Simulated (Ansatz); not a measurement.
# C2H3N: the cost of one run

Method: PBE0-D4, def2-SVP first, then def2-TZVP; program: Ansatz 0.2.0, Gaussian basis.

76 further runs of the same task are left out: 76 set aside as unsound or not needed.

**1. Where the work starts**

The guess: 6 atoms, charge 0, spin multiplicity 1.

Atoms are counted from 1 here; the program's logs count them from 0.

Bond lengths: C1–H4 1.082 Å, C1–H5 1.083 Å, C1–H6 1.085 Å, C2–N3 1.217 Å. Angles: H4–C1–H5 114.8°, H4–C1–H6 112.2°, H5–C1–H6 110.9°.

As a file:

```xyz
6

C    -0.25200    0.09090    0.32010
C     0.33610   -0.11360   -1.36810
N     1.23880   -0.38740   -0.59870
H    -0.19980    1.15790    0.49480
H    -1.21460   -0.26620   -0.02300
H     0.09160   -0.48160    1.17490
```

Distances that are to change: C1–N3 1.82 Å, C1–C2 1.80 Å.

**2. Relaxing the guess with the reacting distances held**

hold/in.yaml reads:

```yaml
crystal:
  periodic: [false, false, false]
  atoms:
    - {symbol: C, position_ang: [-0.252000, 0.090900, 0.320100]}
    - {symbol: C, position_ang: [0.336100, -0.113600, -1.368100]}
    - {symbol: N, position_ang: [1.238800, -0.387400, -0.598700]}
    - {symbol: H, position_ang: [-0.199800, 1.157900, 0.494800]}
    - {symbol: H, position_ang: [-1.214600, -0.266200, -0.023000]}
    - {symbol: H, position_ang: [0.091600, -0.481600, 1.174900]}
basis:
  gaussian: {orbitals: def2-SVP}
hamiltonian: {xc: pbe0, dispersion: d4}
relax: {f_tol: 0.08, max_steps: 120, escape_saddle: false, constraints: [{distance: [0, 2]}, {distance: [0, 1]}]}
```

The run is started by

```bash
$ ansatz run in.yaml --threads 2 --pin off --events-out ev --progress --plain --max-ram 4352MiB
```

**Question.** How long does this run take on 2 threads of Arm Neoverse V1, shared host?

About 4.1 s.
